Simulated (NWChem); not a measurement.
**CH5SSi− (SMILES CS[SiH2-]): levels of theory compared**

Wanted: a comparison of 4 runs (HF/def2-SVP, PBE0/def2-SVP, TPSSh/cc-pVTZ, MP2/6-311+G**) of CH5SSi−. 

The results are computed with NWChem 7.3.0.

## Step 1: The structure to begin with

The species is CH5SSi− (8 atoms), meant as a singlet with charge -1. SMILES: `CS[SiH2-]`. The shape is that of a GFN2-xTB optimisation. This is one conformer, not always the lowest.

Bond lengths: C1–S2 1.806 Å, S2–Si3 2.226 Å, C1–H4 1.092 Å, C1–H5 1.090 Å, C1–H6 1.091 Å, Si3–H7 1.477 Å, Si3–H8 1.486 Å. Angles: C1–S2–Si3 94.5°, S2–C1–H4 109.4°, S2–C1–H5 109.6°, S2–C1–H6 109.0°, S2–Si3–H7 96.0°, S2–Si3–H8 97.8°, H4–C1–H5 108.9°, H4–C1–H6 109.4°, H5–C1–H6 110.5°, H7–Si3–H8 100.1°.

## Step 2: Energy and forces at HF/def2-SVP (run 1)

File nw.nw:

```
echo
start nw
title "CH5SSi hf"
memory total 2200 mb
charge -1

geometry units angstrom noautosym nocenter noautoz
C     -0.812100     1.033950    -0.303410
S      0.221330     0.446760     1.056240
Si     1.145730    -1.198460    -0.125230
H     -1.591620     0.298080    -0.511020
H     -0.201210     1.163340    -1.197250
H     -1.274070     1.979990    -0.016530
H      2.277950    -1.431860     0.794760
H      0.233980    -2.291790     0.302440
end

basis spherical bse
* library def2-SVP
end

scf
thresh 1e-08
maxiter 80
print medium
end

task scf gradient
```

Command:

```bash
$ nwchem nw.nw > nw.out
```

Standard output:

```text
[...]
  functions       =    75
[...]
  wavefunction    = RHF
[...]
         Total SCF energy =   -726.980286063364
      One-electron energy =  -1296.247404450785
      Two-electron energy =    427.321710221804
 Nuclear repulsion energy =    141.945408165616
        Time for solution =      8.6s
[...]
                         RHF ENERGY GRADIENTS
    atom               coordinates                        gradient
                 x          y          z           x          y          z
   1 C      -1.534646   1.953882  -0.573362    0.003959  -0.004097  -0.001233
   2 S       0.418253   0.844254   1.996004    0.000077  -0.007034  -0.007758
   3 Si      2.165116  -2.264761  -0.236650   -0.005622  -0.004908   0.025409
   4 H      -3.007726   0.563290  -0.965688    0.001727  -0.003132   0.002774
   5 H      -0.380232   2.198394  -2.262474    0.002929  -0.001752   0.000533
   6 H      -2.407643   3.741639  -0.031237    0.002581  -0.001553   0.002071
   7 H       4.304701  -2.705823   1.501879   -0.011688   0.006886  -0.013917
   8 H       0.442158  -4.330855   0.571529    0.006038   0.015591  -0.007879
[...]
```

Wall time 13 s (1 thread of Intel Xeon Platinum 8259CL at 2.50GHz (Skylake/Cascade Lake), shared host); peak memory 0.1 GiB.

## Step 3: Energy and forces at PBE0/def2-SVP (run 2)

File run.py:

```python
from ase import Atoms
from ase.calculators.nwchem import NWChem

molecule = Atoms('CSSiHHHHH', positions=[
    [-0.812100, 1.033950, -0.303410],
    [0.221330, 0.446760, 1.056240],
    [1.145730, -1.198460, -0.125230],
    [-1.591620, 0.298080, -0.511020],
    [-0.201210, 1.163340, -1.197250],
    [-1.274070, 1.979990, -0.016530],
    [2.277950, -1.431860, 0.794760],
    [0.233980, -2.291790, 0.302440],
])

calc = NWChem(
    label='work',
    theory='dft',
    memory='2200 mb',
    basis='def2-SVP',
    basispar='spherical bse',
    charge=-1,
    dft={'xc': 'pbe0', 'mult': '1', 'grid': 'xfine', 'convergence': 'energy 1e-08', 'iterations': '100', 'mulliken': None},
)
molecule.calc = calc

forces = molecule.get_forces()
print(f"energy = {molecule.get_potential_energy():.6f} eV")
print("forces (eV/A):")
for s, f in zip(molecule.symbols, forces):
    print(f"{s:2s} {f[0]:10.5f} {f[1]:10.5f} {f[2]:10.5f}")
print("dipole (e A):", molecule.get_dipole_moment().round(4))
```

Command:

```bash
$ export ASE_NWCHEM_COMMAND="nwchem PREFIX.nwi > PREFIX.nwo"
$ python run.py
```

Standard output:

```text
energy = -19816.644096 eV
forces (eV/A):
C     0.04901    0.05055    0.37569
S     0.07996    0.16506    0.32941
Si    0.08145    0.68294   -1.48234
H    -0.33723   -0.11020   -0.21417
H     0.13164    0.06417   -0.38592
H    -0.27321    0.38721    0.03157
H     0.66396   -0.34288    0.84348
H    -0.39554   -0.89690    0.50234
dipole (e A): [-0.8908  0.6862 -0.2156]
```

The calculator wrote work.nwi:

```
title "work"

permanent_dir work

scratch_dir work

start work

geometry units angstrom nocenter noautosym noautoz
  C  -8.1210000000000004e-01 1.0339499999999999e+00 -3.0341000000000001e-01
  S  2.2133000000000000e-01 4.4675999999999999e-01 1.0562400000000001e+00
  Si 1.1457299999999999e+00 -1.1984600000000001e+00 -1.2523000000000001e-01
  H  -1.5916200000000000e+00 2.9808000000000001e-01 -5.1102000000000003e-01
  H  -2.0121000000000000e-01 1.1633400000000000e+00 -1.1972499999999999e+00
  H  -1.2740700000000000e+00 1.9799899999999999e+00 -1.6530000000000000e-02
  H  2.2779500000000001e+00 -1.4318599999999999e+00 7.9476000000000002e-01
  H  2.3397999999999999e-01 -2.2917900000000002e+00 3.0243999999999999e-01
end

charge -1

memory 2200 mb

basis spherical bse noprint
   * library def2-SVP
end

dft
  xc pbe0
  mult 1
  grid xfine
  convergence energy 1e-08
  iterations 100
  mulliken
end

task dft gradient
```

work.nwo:

```text
Northwest Computational Chemistry Package (NWChem) 7.3.0
             --------------------------------------------------------

           Job information
           ---------------

    nwchem branch   = 7.3.0
    use scalapack   = T
    input           = work.nwi
    prefix          = work.
    data base       = work/work.db
    status          = startup
    nproc           =        1

           Memory information
           ------------------

[... 5 lines left out ...]
    hardfail = no
[... 106 lines left out ...]
  convergence criterion.
[... 42 lines left out ...]
          Spatial weights used:  Erf1
[... 34 lines left out ...]
 1-e energy   =   -1316.447226
[... 46 lines left out ...]
           Coulomb energy =      480.310612481621
[... 599 lines left out ...]
          Convergence on density requested:  1.00D-05
[... 28 lines left out ...]
          total energy or number of iterations.
[... 36 lines left out ...]
                 ----------------------------------------
                 |  Time  |  1-e(secs)   |  2-e(secs)   |
                 ----------------------------------------
                 |  CPU   |       0.01   |       2.94   |
                 ----------------------------------------
                 |  WALL  |       0.01   |       2.94   |
                 ----------------------------------------

 Task  times  cpu:       34.8s     wall:       34.8s
 Total times  cpu:       34.8s     wall:       34.8s
```

Run time: 37 s. Hardware: 1 thread of Intel Xeon Platinum 8259CL at 2.50GHz (Skylake/Cascade Lake), shared host; peak memory 0.14 GiB.

## Step 4: Energy and gradient at TPSSh/cc-pVTZ (run 3)

File mol.nw:

```
echo
start mol
title "CH5SSi gradient"
memory stack 880 mb heap 220 mb global 1100 mb
charge -1

geometry noautosym nocenter noautoz
C     -0.812100     1.033950    -0.303410
S      0.221330     0.446760     1.056240
Si     1.145730    -1.198460    -0.125230
H     -1.591620     0.298080    -0.511020
H     -0.201210     1.163340    -1.197250
H     -1.274070     1.979990    -0.016530
H      2.277950    -1.431860     0.794760
H      0.233980    -2.291790     0.302440
end

basis spherical bse
* library cc-pVTZ
end

dft
xc xctpssh
grid fine
convergence energy 1e-08
maxiter 100
mulliken
noprint "final vectors analysis"
end

task dft gradient
```

Command:

```bash
$ nwchem mol.nw > mol.out
```

Standard output:

```text
[...]
          Wavefunction type:  closed shell.
          No. of atoms     :     8
          No. of electrons :    42
[...]
          Charge           :    -1
          Spin multiplicity:     1
[...]
          AO basis - number of functions:   168
[...]
              XC Information
              --------------
                  TPSS hybrid Method XC Functional
                     Hartree-Fock (Exact) Exchange  0.100
                  TPSS metaGGA Exchange Functional  0.900
             TPSS03 metaGGA Correlation Functional  1.000
[...]
 d= 0,ls=0.0,diis     1   -728.7544148914 -8.71D+02  9.48D-03  1.49D+00    25.6
[...]
 d= 0,ls=0.0,diis    10   -728.9041878223 -2.14D-09  2.22D-07  1.89D-09   203.3
         Total DFT energy =     -728.904187822257
      One electron energy =    -1296.827464579474
           Coulomb energy =      480.135975003891
    Exchange-Corr. energy =      -54.158106412290
 Nuclear repulsion energy =      141.945408165616
[...]
  wavefunction    = closed shell
                         DFT ENERGY GRADIENTS
    atom               coordinates                        gradient
                 x          y          z           x          y          z
   1 C      -1.534646   1.953882  -0.573362    0.005224  -0.004013   0.001708
   2 S       0.418253   0.844254   1.996004   -0.003121  -0.002325  -0.009510
   3 Si      2.165116  -2.264761  -0.236650   -0.002175  -0.009125   0.024506
   4 H      -3.007726   0.563290  -0.965688    0.001707  -0.001574   0.002196
   5 H      -0.380232   2.198394  -2.262474    0.000361  -0.000381   0.001694
   6 H      -2.407643   3.741639  -0.031237    0.002569  -0.002377   0.000806
   7 H       4.304701  -2.705823   1.501879   -0.010239   0.005748  -0.013250
   8 H       0.442158  -4.330855   0.571529    0.005675   0.014048  -0.008151
[...]
```

It took 5.2 min on 1 thread of Intel Xeon Platinum 8259CL at 2.50GHz (Skylake/Cascade Lake), shared host; peak memory 0.14 GiB.

## Step 5: Energy and gradient at MP2/6-311+G(d,p) (run 4)

File run.py:

```python
from ase import Atoms
from ase.calculators.nwchem import NWChem

mol = Atoms('CSSiHHHHH', positions=[
    [-0.812100, 1.033950, -0.303410],
    [0.221330, 0.446760, 1.056240],
    [1.145730, -1.198460, -0.125230],
    [-1.591620, 0.298080, -0.511020],
    [-0.201210, 1.163340, -1.197250],
    [-1.274070, 1.979990, -0.016530],
    [2.277950, -1.431860, 0.794760],
    [0.233980, -2.291790, 0.302440],
])

calc = NWChem(
    label='a',
    theory='mp2',
    memory='2200 mb',
    basis='6-311+G**',
    basispar='spherical bse',
    charge=-1,
    scf={'nopen': '0', 'rhf': None, 'thresh': '1e-08', 'maxiter': '80', 'print': 'low'},
    mp2={'freeze': 'core 11', 'tight': None},
)
mol.calc = calc

forces = mol.get_forces()
print("Total energy (eV):", round(mol.get_potential_energy(), 6))
print("forces (eV/A):")
for s, f in zip(mol.symbols, forces):
    print(f"{s:2s} {f[0]:10.5f} {f[1]:10.5f} {f[2]:10.5f}")
```

Command:

```bash
$ export ASE_NWCHEM_COMMAND="nwchem PREFIX.nwi > PREFIX.nwo"
$ python run.py
```

Standard output:

```text
Total energy (eV): -19800.600699
forces (eV/A):
C    -0.04854    0.04042    0.20548
S     0.10099    0.14054    0.21968
Si    0.02160    0.38464   -0.86548
H    -0.13606    0.08454   -0.16147
H    -0.04253    0.06443   -0.13827
H    -0.14336    0.13473   -0.07271
H     0.45910   -0.24425    0.53062
H    -0.21124   -0.60503    0.28215
```

The calculator wrote a.nwi:

```
title "a"

permanent_dir a

scratch_dir a

start a

geometry units angstrom nocenter noautosym noautoz
  C  -8.1210000000000004e-01 1.0339499999999999e+00 -3.0341000000000001e-01
  S  2.2133000000000000e-01 4.4675999999999999e-01 1.0562400000000001e+00
  Si 1.1457299999999999e+00 -1.1984600000000001e+00 -1.2523000000000001e-01
  H  -1.5916200000000000e+00 2.9808000000000001e-01 -5.1102000000000003e-01
  H  -2.0121000000000000e-01 1.1633400000000000e+00 -1.1972499999999999e+00
  H  -1.2740700000000000e+00 1.9799899999999999e+00 -1.6530000000000000e-02
  H  2.2779500000000001e+00 -1.4318599999999999e+00 7.9476000000000002e-01
  H  2.3397999999999999e-01 -2.2917900000000002e+00 3.0243999999999999e-01
end

charge -1

memory 2200 mb

basis spherical bse noprint
   * library 6-311+G**
end

scf
  nopen 0
  rhf
  thresh 1e-08
  maxiter 80
  print low
end
mp2
  freeze core 11
  tight
end

task mp2 gradient
```

a.nwo:

```text
Northwest Computational Chemistry Package (NWChem) 7.3.0
             --------------------------------------------------------

           Job information
           ---------------

    nwchem branch   = 7.3.0
    use scalapack   = T
    input           = a.nwi
    prefix          = a.
    data base       = a/a.db
    status          = startup
    nproc           =        1

           Memory information
           ------------------

[... 5 lines left out ...]
    hardfail = no
[... 111 lines left out ...]
       Final RHF  results
[... 3 lines left out ...]
      One-electron energy =  -1295.971421679664
[... 1 line left out ...]
 Nuclear repulsion energy =    141.945408165616
[... 85 lines left out ...]
                Dipole Moments (a.u.)
[... 123 lines left out ...]
  MP2 natural orbitals output to a/a.mp2nos
[... 11 lines left out ...]
                 ----------------------------------------
                 |  Time  |  1-e(secs)   |  2-e(secs)   |
                 ----------------------------------------
                 |  CPU   |       0.01   |      13.23   |
                 ----------------------------------------
                 |  WALL  |       0.01   |      13.23   |
                 ----------------------------------------
 -----------------------
 Task  times  cpu:       93.8s     wall:       93.8s
 Total times  cpu:       93.8s     wall:       93.8s
```

It took 95 s on 1 thread of Intel Xeon Platinum 8259CL at 2.50GHz (Skylake/Cascade Lake), shared host; peak memory 0.38 GiB.

## Step 6: All runs side by side

```csv
run,level,iteration cap,module,energy (Eh),largest force (eV/Å),wall time
1,HF/def2-SVP,80,scf,-726.980286,1.362,13 s
2,PBE0/def2-SVP,100,dft,-728.248244,1.634,37 s
3,TPSSh/cc-pVTZ,100,dft,-728.904188,1.349,5.2 min
4,MP2/6-311+G**,80,mp2,-727.658660,0.947,95 s
```

## Step 7: Results

| quantity | value |
| --- | --- |
| run 4: total energy | -727.65866 Eh |
| run 4: correlation energy (11 core orbitals frozen) | -398.5 mEh |
| run 4: largest force on an atom | 0.947 eV/Å |

**Reading.** Totals of different functionals can't be ranked against each other. In run 2 the HOMO lies above zero, so the outermost electron may be held by the basis alone. All runs together took 7.7 min, the longest 5.2 min.
